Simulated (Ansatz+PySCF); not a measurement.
doublet Cl2(+): levels of theory in one basis

```xyz
2

Cl    0.0000    0.0000   -0.9450
Cl    0.0000    0.0000    0.9450
```

Basis set: cc-pV(T+d)Z (spherical functions). Left uncorrelated: 10 orbitals. Correlation on ROHF uses semicanonical orbitals with singles. Charge 1, multiplicity 2.

Computed with Ansatz (development build ahead of 0.2.0) and PySCF 2.14.0; each method stands on the lowest determinant of its kind that the runs found.

| method | E − E(ROHF) (eV) | <S²> of the determinant |
| --- | --- | --- |
| ROHF | 0.00 | 0.75 |
| UHF | -0.24 | 0.77 |
| ROHF-MP2 | -10.19 | – |
| UHF-MP2 | -10.05 | 0.77 |
| ROHF-CCSD(T) | -11.48 | – |
| UHF-CCSD(T) | -11.48 | 0.78 |

**Question.** What does UHF-CCSD give on the same scale?

**Answer.** -10.95 eV.

Caution for ROHF-MP2, UHF-MP2: MP2 on this radical cation hangs on the determinant chosen.
